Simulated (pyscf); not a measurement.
Single points on ωB97X-D3(BJ)/def2-SVP structures (PySCF, gas phase).

Problem. How much does it cost (ΔH, 298 K, ωB97M-D3(BJ)/def2-TZVP) to split Cl–TaH₂(Cl)–Cl at its H–Ta bond into [Cl–TaH(Cl)–Cl]• + H•?

Solution. H–Ta to [Cl–TaH(Cl)–Cl]• + H•: 239.0 kJ/mol. The 7 functionals that were run give +224.5 (M06-2X) to +248.4 kJ/mol (B3LYP-D3(BJ)). The radicals are drawn with the spin at the cut bond; how far it spreads was not checked. Open-shell species with a d-block atom are single-reference here; other states, and whether the spin sits on metal or ligand, were not checked. Elements past Kr carry the def2 core potentials, without spin-orbit coupling.
